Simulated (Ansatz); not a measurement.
## Which is lower?

Two relaxed structures of CH$_{6}$BO (charge +1), closed shell (PBE0-D4/def2-TZVP; forces vanish, vibrations not checked).

A:

```
9
angstrom
C 0.5089 0.0030 -0.0228
B -0.7460 0.5425 -0.3988
O 0.5655 -1.3140 0.6246
H -1.8838 0.2436 -0.3085
H -0.4377 1.4119 -1.3619
H -0.4809 1.8321 -0.5911
H 1.5275 0.3344 -0.1678
H -0.3124 -1.7145 0.7612
H 1.0925 -1.3446 1.4446
```

B:

C1  (-0.653, 0.777, -0.555)
B2  (0.592, 0.123, 0.012)
O3  (0.429, -1.138, 0.737)
H4  (-1.604, 0.267, -0.390)
H5  (-0.511, 0.919, -1.635)
H6  (-0.724, 1.797, -0.155)
H7  (1.732, 0.441, -0.012)
H8  (-0.435, -1.565, 0.866)
H9  (1.175, -1.621, 1.132)
(Å)

Program: Ansatz 0.2.0. Basis: def2-TZVPP. Cores are frozen in the correlated methods. B3LYP uses VWN-RPA correlation.

Task: Which structure is lower at CCSD(T), and by how much? (To be estimated.)

Result: By the calculation: B, by 92.17 kcal/mol (electronic energy, against the other). By their contacts, A is CH₆BO ([OH2][CH][BH]1[H][H]1), total charge +1 and B is CH₆BO ([CH3][BH][OH2]), total charge +1.

All methods give the same order:

| method | E(B) − E(A) (kcal/mol) |
| --- | --- |
| PBE-D4 | -85.03 |
| r2SCAN-D4 | -90.42 |
| PBE0-D4 | -90.94 |
| B3LYP-D4 | -91.28 |
| wB97M-V | -92.68 |
| HF | -107.90 |
| MP2 | -94.40 |
| CCSD | -95.04 |
| CCSD(T) | -92.17 |

The T1 diagnostic stays at or below 0.012. The restricted Hartree–Fock reference is unstable towards an unrestricted one at one or more of these structures.

Labels in which every atom is bracketed show which atoms are joined, not bond orders.

For scale, one of the runs: CCSD(T)/def2-TZVPP, 177 basis functions, launched by `ansatz run in.yaml --threads 2 --pin off --events-out ev --progress --plain --max-ram 4352MiB`. Hardware: 2 CPU threads of an Arm Neoverse V1, shared host. Wall time 25 s; peak host memory 1.7 GiB.
